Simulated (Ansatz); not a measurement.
2H MoS2 was calculated with PBEsol (plane waves, PAW; Ansatz, an electronic-structure program).

Numerical settings: plane-wave cutoff 560 eV, 12×12×4 k mesh (along the axes of the cell as run), perturbation theory, no spin polarisation, scalar-relativistic PAW data made under PBE.

The cell has the measured lattice parameters. Conventional cell: a = 3.1600 Å, b = 3.1600 Å, c = 12.2940 Å, α = 90.00°, β = 90.00°, γ = 120.00°.

```cif
data_Mo2S4
_chemical_formula_sum 'Mo2 S4'
_space_group_name_H-M_alt 'P 1'
_space_group_IT_number 1
_cell_length_a 3.16000
_cell_length_b 3.16000
_cell_length_c 12.29400
_cell_angle_alpha 90.000
_cell_angle_beta 90.000
_cell_angle_gamma 120.000
loop_
_space_group_symop_operation_xyz
  'x, y, z'
loop_
_atom_site_label
_atom_site_type_symbol
_atom_site_fract_x
_atom_site_fract_y
_atom_site_fract_z
_atom_site_occupancy
Mo1 Mo 0.66667 0.33333 0.75000 1
Mo2 Mo 0.33333 0.66667 0.25000 1
S1 S 0.66667 0.33333 0.12379 1
S2 S 0.33333 0.66667 0.62379 1
S3 S 0.33333 0.66667 0.87621 1
S4 S 0.66667 0.33333 0.37621 1
```

Harmonic phonon frequencies (cm⁻¹; i marks an imaginary mode; at Γ without the LO shift):

```tsv
q point	frequencies
Γ	0 0 0 30 30 46 283 283 285 285 382 382 382 382 405 408 465 468
M	154 157 167 175 231 234 303 305 329 335 351 352 363 364 384 385 407 407
K	180 180 185 185 231 233 322 322 332 334 334 335 370 370 375 377 394 394
```

No imaginary mode appears at these points.

Note: the cell isn't this level's own, so it is under some stress, which shifts stiffness and frequencies.
